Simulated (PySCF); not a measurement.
# State search for C₂

Unrestricted PBE0; PySCF, no relativity, basis sets C 6-311G(d,p). Outer shells of the fragments: C 2s2 2p2; C 2s2 2p2.

Followed along the bond (rough minima from three points):

```json
{"2Ms+1": "3", "unpaired": "σ ↑, π ↑", "⟨S²⟩ at the start": "2.00", "R at minimum (Å)": "1.31", "Te (eV)": "0.00"}
{"2Ms+1": "1", "unpaired": "σ ↑, π ↓", "⟨S²⟩ at the start": "1.01", "R at minimum (Å)": "1.31", "Te (eV)": "0.26"}
{"2Ms+1": "1", "unpaired": "none", "⟨S²⟩ at the start": "1.00", "R at minimum (Å)": "1.22", "Te (eV)": "0.32"}
{"2Ms+1": "3", "unpaired": "π ↑↑", "⟨S²⟩ at the start": "2.00", "R at minimum (Å)": "1.37", "Te (eV)": "0.53"}
{"2Ms+1": "1", "unpaired": "π ↑↓", "⟨S²⟩ at the start": "1.00", "R at minimum (Å)": "1.38", "Te (eV)": "0.86"}
```

Solutions found at the starting distance of 1.420 Å, counted from the lowest of them; the search is not exhaustive and high or unbound solutions are not listed, so other states can lie among these:

```tsv
2Ms+1	unpaired	term	E (eV)	⟨S²⟩	⟨Lz²⟩
3	σ ↑, π ↑	³Π	0.00	2.00	1.00
3	π ↑↑	³Σ⁻	0.23	2.00	0.00
1	σ ↑, π ↓	mixed	0.25	1.01	1.00
1	π ↑↓	mixed	0.56	1.00	2.01
1	none	mixed	1.11	1.00	0.00
1	none	mixed	1.57	0.00	2.00
3	σ ↑↑	³Σ⁺	2.61	2.00	0.00
5	σ ↑, π ↑↑↑	⁵Π	3.32	6.00	1.00
3	σ ↑, π ↑↑↓	mixed	4.11	3.01	3.01
1	σ ↑, π ↑↓↓	mixed	4.51	2.02	3.01
```

A term symbol is given only where ⟨S²⟩ and ⟨Lz²⟩ are close to those of a pure state; real π, δ and φ orbitals otherwise mix terms, and g/u labels are left off.
